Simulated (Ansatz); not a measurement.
# AlH₃O₂ (built from SMILES [OH][AlH][OH]): single points off equilibrium

The task here is to estimate one member of a computed series from the others.

Computed with Ansatz 0.2.0, Gaussian basis. Level: single points in def2-TZVPP.

Correlated methods freeze the cores.

## Where the work starts

6 atoms, charge 0, spin multiplicity 1.

Atoms are counted from 1 here; the program's logs count them from 0.

Bond lengths: Al1–O3 1.578 Å, Al1–H4 1.719 Å, Al1–O5 1.671 Å, O5–H6 0.920 Å. Angles: O3–Al1–H4 45.1°, O3–Al1–O5 162.6°, H4–Al1–O5 152.3°, Al1–O5–H6 170.2°.

As a file:

```xyz
6
AlH3O2
Al    0.2163    0.2004    0.2254
H    -0.0600   -1.5707   -0.7675
O     1.4716   -0.6484    0.6661
H     0.8103   -1.3693   -0.1463
O    -0.9026    1.4320    0.0764
H    -1.5910    2.0143   -0.1065
```

Set-up of the first run:

Input file run/in.yaml:

```yaml
crystal:
  periodic: [false, false, false]
  atoms:
    - {symbol: Al, position_ang: [0.216300, 0.200400, 0.225400]}
    - {symbol: H, position_ang: [-0.060000, -1.570700, -0.767500]}
    - {symbol: O, position_ang: [1.471600, -0.648400, 0.666100]}
    - {symbol: H, position_ang: [0.810300, -1.369300, -0.146300]}
    - {symbol: O, position_ang: [-0.902600, 1.432000, 0.076400]}
    - {symbol: H, position_ang: [-1.591000, 2.014300, -0.106500]}
basis:
  gaussian: {orbitals: def2-TZVPP}
correlation: {method: ccsd_t}
output: {forces: true}
```

No record of the launch command was kept for these runs.

Among the steps run: CCSD(T)/def2-TZVPP; PBE0-D4/def2-TZVPP; wB97M-V/def2-TZVPP; r2SCAN-D4/def2-TZVPP; PBE-D4/def2-TZVPP; B97M-V/def2-TZVPP; HSE06-D4/def2-TZVPP.

One table of the session follows, with a row left open; its other results are not shown here.

```
   method  RMS force component (eV/Å)  angle to CCSD(T) forces (°)  dipole (D)
  CCSD(T)                       1.520                    reference        3.98
  PBE0-D4                       1.432                          4.4        3.94
  wB97M-V                       1.427                          4.9        4.01
r2SCAN-D4                           ?                            ?           ?
   PBE-D4                       1.568                          6.8        3.76
   B97M-V                       1.423                          5.5        3.86
 HSE06-D4                       1.435                          4.3        3.94
```

**Question.** Estimate the row for r2SCAN-D4.

As computed: RMS force component (eV/Å): 1.460; angle to CCSD(T) forces (°): 3.6; dipole (D): 3.94. In the column «RMS force component (eV/Å)» it lies between HSE06-D4 (1.435) and CCSD(T) (1.520).
